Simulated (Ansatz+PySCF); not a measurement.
The numbers below are computed, except where a source is named.
# Several solutions for triplet H2O2 in separate pieces

```yaml
atoms:
  - { symbol: O, position_ang: [0.0000, 0.0000, -0.1085] }
  - { symbol: H, position_ang: [0.0000, 0.0000, 0.8679] }
  - { symbol: O, position_ang: [10.0000, 0.0000, -0.1085] }
  - { symbol: H, position_ang: [10.0000, 0.0000, 0.8679] }
```

Basis set: cc-pVDZ (spherical functions). Charge 0, multiplicity 3.

CASSCF(4,4) was run from several starts with Ansatz (development build ahead of 0.2.0) and PySCF 2.14.0. The starts are those of the Hartree–Fock orbitals from which the active space was taken at the frontier.

```csv
run,program,start,converged,energy (hartree),<S²>
A,PySCF,program defaults,yes,-150.78420,2.00
B,Ansatz,stability test followed,yes,-150.80315,2.00
C,Ansatz,"atomic start, no search",yes,-150.80315,2.00
D,Ansatz,search for the lowest state,yes,-150.80315,2.00
```

Q: Which runs reached the lowest solution of this kind, and what is wrong with the others?

A: B, C, D reached the lowest solution found. Converged but too high: A by 0.52 eV. Convergence only shows a stationary point; in CASSCF the end hangs on which orbitals enter the active space. Caution: other starts end on other solutions of this active space.
